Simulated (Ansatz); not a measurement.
System: C$_{2}$H$_{3}$O, charge 0, doublet. C2H3O (SMILES [CH2]C=O, doublet).
B3LYP-D3(BJ)/def2-TZVP minimum from Ansatz (a program for electronic structure):
```
C
O 1 1.2320
H 1 1.1046 2 120.09
C 1 1.4198 3 116.82 2 -180.00
H 4 1.0821 1 121.11 3 0.00
H 4 1.0821 5 119.53 1 180.00
```
Charge 0, spin multiplicity 2.

Property: atomisation energy (electronic, to ground-state atoms), in kcal/mol. Radicals and triplets start from unrestricted determinants; spin-orbit coupling is neglected. CBS(X,Y): correlation extrapolated as X^-3, Hartree-Fock from the larger set. A bracket is a step between two methods taken in the basis named. Functionals run without relativity, which enters their misses. Double hybrids freeze cores in their MP2 part. 'core' is core correlation in cc-pwCVTZ, 'X2C' scalar relativity in cc-pVTZ-DK, both at CCSD(T). For partners of very few electrons the exact lower level stands in for a higher one. The UHF reference of C2H3O ([CH2]C=O, doublet) is spin-contaminated (<S^2> up to 0.18 over the pure value in the sets run).

CCSD(T)/CBS(aug-cc-pVTZ,aug-cc-pVQZ) + [CCSDT(Q) - CCSD(T)]/aug-cc-pVDZ + core + X2C (Ansatz) gives 575.9 kcal/mol.

### Question
What does PBE/def2-TZVPD (Ansatz) give here, and how do the other levels compare?

### Answer
PBE gives 596.3 kcal/mol, 20.4 kcal/mol above it. Differences of the others: wB97M-V/def2-TZVPD (Ansatz) 0.4; B2PLYP/def2-TZVPD (Ansatz) -5.7; CCSD(T)/CBS(cc-pVTZ,cc-pVQZ) + core + X2C (Ansatz) -1.2 kcal/mol.
